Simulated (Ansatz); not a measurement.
Results of RPBE (PAW; Ansatz, an electronic-structure program) for cubic perovskite KTaO3.

Numerical settings: plane-wave cutoff 520 eV, 8×8×8 k mesh, Fermi–Dirac smearing 0.01 eV, scalar-relativistic PAW data made under PBE.

Computed points:

```
V (Å³/atom)  E − E_lowest (meV/atom)
-----------  -----------------------
12.538                         29.36
12.804                         12.55
13.071                          3.02
13.338                          0.00
13.605                          2.82
13.871                         10.87
14.138                         23.61
```

What bulk modulus B0 and pressure derivative B′ does a third-order Birch–Murnaghan fit give?

V0 = 13.338 Å³/atom, B0 = 175 GPa, B′ = 4.5 (fit to the energies at full precision).

Measured, for comparison: bulk modulus 220 GPa (temperature not stated, no zero-point or thermal correction; as tabulated in Tinte et al. (1998), arXiv:cond-mat/9809379). Computed (rounded) less measured: bulk modulus -20 %.

Spin–orbit coupling is not included.

Computed values are for the static lattice.
